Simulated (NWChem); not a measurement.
Program: NWChem. System: hydrogen isocyanide (CHN), charge 0, spin multiplicity 1, at a geometry optimised with PBE0/def2-SVP. Level: MP2/6-311++G** (spherical d), 2 core orbitals frozen.

Input file:

```
start mol
memory heap 200 mb stack 900 mb global 1100 mb
geometry units angstroms nocenter noautoz
  C      0.000000     0.000000     0.741093
  N      0.000000     0.000000    -0.430373
  H      0.000000     0.000000    -1.433944
  symmetry group C2v
end
basis spherical
  * library 6-311++g**
end
scf
  rhf
  nopen 0
  maxiter 100
  thresh 1e-7
  semidirect memsize 60000000 filesize 0
end
mp2
  freeze core 2
end
task mp2 energy
```

Output (cleaned and shortened):

```
             Northwest Computational Chemistry Package (NWChem) 7.3.0
             --------------------------------------------------------

                                NWChem Input Module
                                -------------------

 Scaling coordinates for geometry "geometry" by  1.889725989
 (inverse scale =  0.529177249)

 Turning off AUTOSYM since
 SYMMETRY directive was detected!

                             Geometry "geometry" -> ""
                             -------------------------

 Output coordinates in angstroms (scale by  1.889725989 to convert to a.u.)

  No.       Tag          Charge          X              Y              Z
 ---- ---------------- ---------- -------------- -------------- --------------
    1 C                    6.0000     0.00000000     0.00000000     0.74109300
    2 N                    7.0000     0.00000000     0.00000000    -0.43037300
    3 H                    1.0000     0.00000000     0.00000000    -1.43394400

 Effective nuclear repulsion energy (a.u.)      24.1231686442

            Nuclear Dipole moment (a.u.)
            ----------------------------
        X                 Y               Z
 ---------------- ---------------- ----------------
     0.0000000000     0.0000000000     0.0000056692

      Symmetry information
      --------------------

 Group name             C2v
 Group number             16
 Group order               4
 No. of unique centers     3

      Symmetry unique atoms

     1    2    3


 Summary of "ao basis" -> "" (spherical)
 ------------------------------------------------------------------------------
       Tag                 Description            Shells   Functions and Types
 ---------------- ------------------------------  ------  ---------------------
 *                         6-311++g**                 on all atoms

 Summary of "ao basis" -> "ao basis" (spherical)
 ------------------------------------------------------------------------------
       Tag                 Description            Shells   Functions and Types
 ---------------- ------------------------------  ------  ---------------------
 C                         6-311++g**               10       22   5s4p1d
 N                         6-311++g**               10       22   5s4p1d
 H                         6-311++g**                5        7   4s1p

                                 NWChem SCF Module
                                 -----------------

  ao basis        = "ao basis"
  functions       =    51
  atoms           =     3
  closed shells   =     7
  open shells     =     0
  charge          =   0.00
  wavefunction    = RHF
  use symmetry    = T
  symmetry adapt  = T

 Summary of "ao basis" -> "ao basis" (spherical)
 ------------------------------------------------------------------------------
       Tag                 Description            Shells   Functions and Types
 ---------------- ------------------------------  ------  ---------------------
 C                         6-311++g**               10       22   5s4p1d
 N                         6-311++g**               10       22   5s4p1d
 H                         6-311++g**                5        7   4s1p

      Symmetry analysis of basis
      --------------------------

        a1         27
        a2          2
        b1         11
        b2         11

 Forming initial guess at       0.0s

      Superposition of Atomic Density Guess
      -------------------------------------

 Sum of atomic energies:         -92.47690406
[...]
    32     -0.171545  2 N  s                 13      0.156891  1 C  pz

 Vector    8  Occ=0.000000D+00  E= 3.776733D-02  Symmetry=a1
              MO Center= -2.3D-15, -1.2D-16, -2.8D+00, r^2= 7.2D+00
   Bfn.  Coefficient  Atom+Function         Bfn.  Coefficient  Atom+Function
  ----- ------------  ---------------      ----- ------------  ---------------
    48      2.768597  3 H  s                 14     -1.663821  1 C  s
    39      1.191077  2 N  pz                36     -0.671728  2 N  s
    47      0.616828  3 H  s                 17      0.389139  1 C  pz
    10     -0.276021  1 C  s

 Vector    9  Occ=0.000000D+00  E= 1.013990D-01  Symmetry=a1
              MO Center=  2.0D-14, -4.4D-14,  5.3D-01, r^2= 1.2D+01
   Bfn.  Coefficient  Atom+Function         Bfn.  Coefficient  Atom+Function
  ----- ------------  ---------------      ----- ------------  ---------------
    14      6.839483  1 C  s                 36     -4.026340  2 N  s
    39     -2.824637  2 N  pz                48     -2.363131  3 H  s
    17     -1.592718  1 C  pz                47     -1.292375  3 H  s
    10      1.188113  1 C  s                 13     -0.662318  1 C  pz
    35     -0.447582  2 N  pz                 6     -0.192892  1 C  s

 Vector   10  Occ=0.000000D+00  E= 1.086803D-01  Symmetry=b1
              MO Center= -8.7D-15, -1.5D-32,  1.3D+00, r^2= 8.4D+00
   Bfn.  Coefficient  Atom+Function         Bfn.  Coefficient  Atom+Function
  ----- ------------  ---------------      ----- ------------  ---------------
    15      1.479421  1 C  px                37     -0.699186  2 N  px

 center of mass
 --------------
 x =   0.00000000 y =   0.00000000 z =   0.09944402

 moments of inertia (a.u.)
 ------------------
          39.930831033407           0.000000000000           0.000000000000
           0.000000000000          39.930831033407           0.000000000000
           0.000000000000           0.000000000000           0.000000000000

  Mulliken analysis of the total density
  --------------------------------------

    Atom       Charge   Shell Charges
 -----------   ------   -------------------------------------------------------
    1 C    6     6.09   1.11  0.89  0.48  0.88  1.12  0.92  0.44  0.15  0.01  0.09
    2 N    7     7.24   1.09  0.90  0.77  0.84  1.80  0.64  1.24 -0.09  0.02  0.02
    3 H    1     0.67   0.24  0.42 -0.03 -0.01  0.05

       Multipole analysis of the density wrt the origin
       ------------------------------------------------

     L   x y z        total         open         nuclear
     -   - - -        -----         ----         -------
     0   0 0 0     -0.000000      0.000000     14.000000

     1   1 0 0     -0.000000      0.000000      0.000000
     1   0 1 0      0.000000      0.000000      0.000000
     1   0 0 1     -1.132720      0.000000      0.000006

     2   2 0 0     -9.090425      0.000000      0.000000
     2   1 1 0     -0.000000      0.000000      0.000000
     2   1 0 1      0.000000      0.000000      0.000000
     2   0 2 0     -9.090425      0.000000      0.000000
     2   0 1 1     -0.000000      0.000000      0.000000
     2   0 0 2     -7.628295      0.000000     23.740631

                   NWChem MP2 Semi-direct Energy/Gradient Module
                   ---------------------------------------------

  Basis functions       =     51
  Molecular orbitals    =     51
  Frozen core           =      2
  Frozen virtuals       =      0
  Active alpha occupied =      5
  Active beta occupied  =      5
  Active alpha virtual  =     44
  Active beta virtual   =     44
  Use MO symmetry       = T
  Use skeleton AO sym   = T

  AO/Fock/Back tols     =   1.0D-09  1.0D-09  1.0D-09

 GA uses MA = F    GA memory limited = T

 Available:
  local mem=  1.26D+08
 global mem=  1.44D+08
 local disk=  0.00D+00
  mp2_memr nvloc                    44
  nvloc new                    44
   1 passes of   5:        3145728                      10916                    996363.
   1 passes of   5: M    126154444           G      144173998           F     123008716.

 Semi-direct pass number   1 of   1  for RHF alpha+beta  at        0.3s
  vrange nnbf                  1326
  mp2_eaftype                    10  avail_ma_in_mb                  1099
 EAF : mp2_eaftype filesize          10     498182.
  mp2_eaf for mointskh                     10
Node 0 wrote      2.3 Mb in      0.0 s     Agg I/O rate:  2029.2 Mb/s
 Done moints_semi at        0.6s
  mp2_eaftype                    10  avail_ma_in_mb                  1089
 EAF : mp2_eaftype filesize          10     498182.
  mp2_eaf for kh                    10
 Done maket at        0.6s
 Done multipass loop at        0.6s

          -------------------------------------------
          SCF energy                 -92.883290964716
          Correlation energy          -0.290059023451
          Singlet pairs               -0.180147512905
          Triplet pairs               -0.109911510546
          Total MP2 energy           -93.173349988168
          -------------------------------------------

          ---------------------------------------------------
                    Spin Component Scaled (SCS) MP2
          Same spin pairs                     -0.073274340364
          Same spin scaling factor             0.333333333333
          Opposite spin pairs                 -0.216784683087
          Opposite spin scaling fact.          1.200000000000
          SCS-MP2 correlation energy          -0.284566399826
          Total SCS-MP2 energy               -93.167857364542
          ---------------------------------------------------

 -----------------------
 Performance information
 -----------------------

 Timer overhead =  1.90D-07 seconds/call

               Nr. of calls         CPU time (s)                 Wall time (s)                GFlops
             ---------------    -------------------     ------------------------------   -------------------
Name         Min   Avg   Max    Min     Avg     Max     Min     Avg     Max   Mx/calls   Min     Max     Sum
mp2: moin     1     1     1   0.30    0.30    0.30     0.30    0.30    0.30    0.30      0.0     0.0     0.0
mp2: make     1     1     1   2.27E-2 2.27E-2 2.27E-2  2.27E-2 2.27E-2 2.27E-2 2.27E-2   0.0     0.0     0.0
mp2: tota     1     1     1   0.34    0.34    0.34     0.34    0.34    0.34    0.34      0.0     0.0     0.0

 The average no. of pstat calls per process was 3.00D+00
 with a timing overhead of 5.70D-07s

 Task  times  cpu:        0.6s     wall:        0.6s

 Total times  cpu:        0.7s     wall:        0.7s
```
